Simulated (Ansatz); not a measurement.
Antifluorite Mg₂Ge was calculated with PBE-D4 (plane waves, PAW; Ansatz, a program for electronic structure).

The input as run:

Ansatz 0.2 input:
```yaml
crystal:
  lattice:
    - [0.0, 3.1125373971, 3.1125373971]
    - [3.1125373971, 0.0, 3.1125373971]
    - [3.1125373971, 3.1125373971, 0.0]
  atoms:
    - { symbol: Mg, position: [0.25, 0.25, 0.25] }
    - { symbol: Mg, position: [0.75, 0.75, 0.75] }
    - { symbol: Ge, position: [0.0, 0.0, 0.0] }
basis:
  ecutwfc: 520
  ecutrho_ratio: 4
  xc_grid: 2
kpoints:
  mp_grid: { grid: [10, 10, 10] }
hamiltonian:
  xc: pbe
  dispersion: d4
  pseudopotentials: { kind: paw }
scf:
  occupations: { method: fermi_dirac, width: 0.01 }
  convergence: { dr2_threshold: 0.0000000003 }
output:
  forces: true
  stress: true
  eigenvalues: true
```

Excerpt of the program's output:

```
Crystal: 3 atoms, lattice volume = 60.308 Å³
Basis set: ecut = 520 eV, 1639 PW (Γ), exchange–correlation on 72×72×72 points (8 copies of the dense FFT grid, shifted against one another)
Bands: 21, of which v1, the nominal top of the filled ones, is band 17 counted from 1 (16 counted from 0)
Symmetry: 48 space group operations
Space group: Fm-3m (ITA 225), of the structure as read, at distance tolerance 3.9e-5 Å
k-points: 47 of 1000
Functional: x = pbe(κ = 0.804, μ = 0.2195149727645171), c = pbe(β = 0.06672455060314922)
SCF iter   1: F=—  HF=-8144.011257 eV  |F-HF|=—  |Δ(HF+E_count)|=         —  Δρ=4.54e-3  dr2=2.98e-2
SCF iter   2: F=—  HF=-8144.006001 eV  |F-HF|=—  |Δ(HF+E_count)|=   5.26e-3  Δρ=3.01e-3  dr2=1.31e-2
  ...
SCF iter   8: F=—  HF=-8144.002707 eV  |F-HF|=—  |Δ(HF+E_count)|=  7.77e-10  Δρ=7.83e-7  dr2=1.75e-10
SCF iter   9: F=-8144.002707 eV  HF=-8144.002707 eV  |F-HF|=3.64e-12  |Δ(HF+E_count)|=  1.95e-10  Δρ=1.12e-7  dr2=2.80e-12
WARN: dispersion: an atom stands within reach of a switch of its C6 between two reference coordination numbers of its element …
SCF 1 converged in 9 iterations: F = -8144.002707 eV  dr2 = 2.80e-12
SCF converged after 9 iterations
Free energy (F): -8144.002707 eV
Internal energy: -8144.002695 eV  (E = F + TS)
E sigma→0 (E₀):  -8144.002701 eV
Fermi energy:    7.672441 eV
--- Stress (GPa, compression-positive) ---
        3.752122      -0.000000       0.000000
       -0.000000       3.752122       0.000000
        0.000000      -0.000000       3.752122
  P = ⅓ Tr σ = 3.7521 GPa (37.521 kbar)
```

The cell is one volume of an energy–volume scan, off the minimum.

Note: a distance lies near a switch of the dispersion term, which can move the cell.

Computing time: around 7 core-seconds (rough).
